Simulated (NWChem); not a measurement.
All runs are NWChem calculations. System: oxygen (O2), charge 0, spin multiplicity 3, at a geometry optimised with UB3LYP/def2-SVP. Its SCF solution wasn't tested for a lower state. Level: UHF/cc-pVDZ.

Job file:

```
start mol
memory heap 200 mb stack 800 mb global 1000 mb
geometry units angstroms nocenter noautoz
  O      0.000000     0.000000     0.599976
  O      0.000000     0.000000    -0.599976
  symmetry group D2h
end
basis spherical
  * library cc-pvdz
end
scf
  uhf
  nopen 2
  maxiter 100
  thresh 1e-7
  semidirect memsize 60000000 filesize 0
  # guess.movecs holds the orbitals of an unrestricted PBE0 run
  vectors input guess.movecs output mol.movecs
end
task scf energy
```

Part of the output:

```
             Northwest Computational Chemistry Package (NWChem) 7.3.0
             --------------------------------------------------------

                                NWChem Input Module
                                -------------------

 Scaling coordinates for geometry "geometry" by  1.889725989
 (inverse scale =  0.529177249)

 Turning off AUTOSYM since
 SYMMETRY directive was detected!

                             Geometry "geometry" -> ""
                             -------------------------

 Output coordinates in angstroms (scale by  1.889725989 to convert to a.u.)

  No.       Tag          Charge          X              Y              Z
 ---- ---------------- ---------- -------------- -------------- --------------
    1 O                    8.0000     0.00000000     0.00000000     0.59997600
    2 O                    8.0000     0.00000000     0.00000000    -0.59997600

 Effective nuclear repulsion energy (a.u.)      28.2239155699

            Nuclear Dipole moment (a.u.)
            ----------------------------
        X                 Y               Z
 ---------------- ---------------- ----------------
     0.0000000000     0.0000000000     0.0000000000

      Symmetry information
      --------------------

 Group name             D2h
 Group number             26
 Group order               8
 No. of unique centers     1

      Symmetry unique atoms

     1


 Summary of "ao basis" -> "" (spherical)
 ------------------------------------------------------------------------------
       Tag                 Description            Shells   Functions and Types
 ---------------- ------------------------------  ------  ---------------------
 *                          cc-pvdz                   on all atoms

 Summary of "ao basis" -> "ao basis" (spherical)
 ------------------------------------------------------------------------------
       Tag                 Description            Shells   Functions and Types
 ---------------- ------------------------------  ------  ---------------------
 O                          cc-pvdz                  6       14   3s2p1d
[...]
  ----- ------------  ---------------      ----- ------------  ---------------
     8      0.538740  1 O  py                22     -0.538740  2 O  py
     5      0.442876  1 O  py                19     -0.442876  2 O  py

 Vector    9  Occ=0.000000D+00  E= 1.183746D-01  Symmetry=b2g
              MO Center= -1.6D-19,  5.7D-19, -7.8D-17, r^2= 1.1D+00
   Bfn.  Coefficient  Atom+Function         Bfn.  Coefficient  Atom+Function
  ----- ------------  ---------------      ----- ------------  ---------------
     7      0.538740  1 O  px                21     -0.538740  2 O  px
     4      0.442876  1 O  px                18     -0.442876  2 O  px

 Vector   10  Occ=0.000000D+00  E= 5.144979D-01  Symmetry=b1u
              MO Center=  1.2D-19,  3.2D-20, -4.1D-16, r^2= 1.6D+00
   Bfn.  Coefficient  Atom+Function         Bfn.  Coefficient  Atom+Function
  ----- ------------  ---------------      ----- ------------  ---------------
     3      1.363953  1 O  s                 17     -1.363953  2 O  s
     9     -1.275976  1 O  pz                23     -1.275976  2 O  pz
     6     -0.380463  1 O  pz                20     -0.380463  2 O  pz
     2      0.186140  1 O  s                 16     -0.186140  2 O  s

 center of mass
 --------------
 x =   0.00000000 y =   0.00000000 z =   0.00000000

 moments of inertia (a.u.)
 ------------------
          41.122283656677           0.000000000000           0.000000000000
           0.000000000000          41.122283656677           0.000000000000
           0.000000000000           0.000000000000           0.000000000000

  Mulliken analysis of the total density
  --------------------------------------

    Atom       Charge   Shell Charges
 -----------   ------   -------------------------------------------------------
    1 O    8     8.00   2.00  0.90  0.97  2.67  1.42  0.04
    2 O    8     8.00   2.00  0.90  0.97  2.67  1.42  0.04

  Mulliken analysis of the alpha density
  --------------------------------------

    Atom       Charge   Shell Charges
 -----------   ------   -------------------------------------------------------
    1 O    8     4.50   1.00  0.48  0.48  1.75  0.77  0.02
    2 O    8     4.50   1.00  0.48  0.48  1.75  0.77  0.02

   Mulliken analysis of the beta density
   -------------------------------------

    Atom       Charge   Shell Charges
 -----------   ------   -------------------------------------------------------
    1 O    8     3.50   1.00  0.43  0.49  0.92  0.64  0.02
    2 O    8     3.50   1.00  0.43  0.49  0.92  0.64  0.02

   Mulliken analysis of the spin density
   -------------------------------------

    Atom       Charge   Shell Charges
 -----------   ------   -------------------------------------------------------
    1 O    8     1.00   0.00  0.05 -0.01  0.83  0.13 -0.00
    2 O    8     1.00   0.00  0.05 -0.01  0.83  0.13 -0.00

       Multipole analysis of the density wrt the origin
       ------------------------------------------------

     L   x y z        total         alpha         beta         nuclear
     -   - - -        -----         -----         ----         -------
     0   0 0 0     -0.000000     -9.000000     -7.000000     16.000000

     1   1 0 0     -0.000000      0.000000     -0.000000      0.000000
     1   0 1 0     -0.000000     -0.000000     -0.000000      0.000000
     1   0 0 1     -0.000000     -0.000000     -0.000000      0.000000

     2   2 0 0     -7.314364     -4.124173     -3.190190      0.000000
     2   1 1 0     -0.000000      0.000000     -0.000000      0.000000
     2   1 0 1      0.000000      0.000000      0.000000      0.000000
     2   0 2 0     -7.314364     -4.124173     -3.190190      0.000000
     2   0 1 1      0.000000      0.000000      0.000000      0.000000
     2   0 0 2     -7.778386    -15.932819    -12.413251     20.567685

 Task  times  cpu:        0.5s     wall:        0.5s

 Total times  cpu:        0.6s     wall:        0.6s
```
